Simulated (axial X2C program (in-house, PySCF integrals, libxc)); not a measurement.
## Testing model relations on SiC

A bond curve at the BP86 level, 2c, was computed with an in-house all-electron X2C program for linear molecules (integrals from PySCF) (basis Si dyall-v3z [8s7p2d1f], C dyall-v3z [7s6p2d1f] (cores contracted in-house)) for the state Ω = 2 (⟨Sz⟩ = 1.00, ⟨Lz⟩ = 1.00 at BP86). Its fit gives Re = 1.7370 Å, ωe = 941.5 cm⁻¹, ωexe = 5.86 cm⁻¹ and αe = 5.579e-03 cm⁻¹; the masses are 27.9769 and 12.0000 u. Two-component means X2C with spin–orbit coupling and atomic mean-field Coulomb and Gaunt terms.

Task: Find the reduced mass, Be and the force constant.

Result: From the BP86 values: μ = 8.3979 u. Be = 16.8576/(μ Re²) = 0.6653 cm⁻¹. k = 5.8918×10⁻⁷ μ ωe² = 4.39 mdyn/Å.

Task: A Morse curve ties αe to the other constants (Pekeris). How well does that hold?

Result: αe(Morse) = 6Be²/ωe × (√(ωexe/Be) − 1) = 5.551e-03 cm⁻¹; the BP86 curve gives 5.579e-03 cm⁻¹, a ratio of 0.99.

Task: Estimate De from a Morse curve and compare with the computed well depth of 4.609 eV to Si + C.

Result: De(Morse) = ωe²/(4ωexe) = 4.689 eV against 4.609 eV computed, a ratio of 1.02. For De the Morse form works well here.

Task: Estimate the centrifugal constant by the Kratzer relation.

Result: D = 4Be³/ωe² = 1.33e-06 cm⁻¹.

Task: Where do the fundamental and the first overtone lie?

Result: ν(1←0) = ωe − 2ωexe = 929.8 cm⁻¹; ν(2←0) = 2ωe − 6ωexe = 1847.8 cm⁻¹.

The state is a single determinant with fixed occupations, the lowest that a limited PBE0 search found. Dissociation energies refer to the lowest single-determinant-based atoms at the same level and basis. Density functionals use the spin component along the axis (collinear). In 2c an atomic determinant is not the ground J level, so De misses part of the atomic spin–orbit lowering. This holds for BP86. PBE0 can misorder states that lie within some tenths of an eV, so this need not be the ground state of the molecule. The nearest other 2c determinant of the search, Ω = 1, lies 0.29 eV up at the distance of the search. The functionals have no current-density term, which raises determinants with orbital currents, atoms included. With several unpaired electrons one determinant need not be a pure state. Open-shell Ω = 0 determinants with evenly filled partner blocks cannot be reached by this program, so the Ω shown need not be the lowest component.
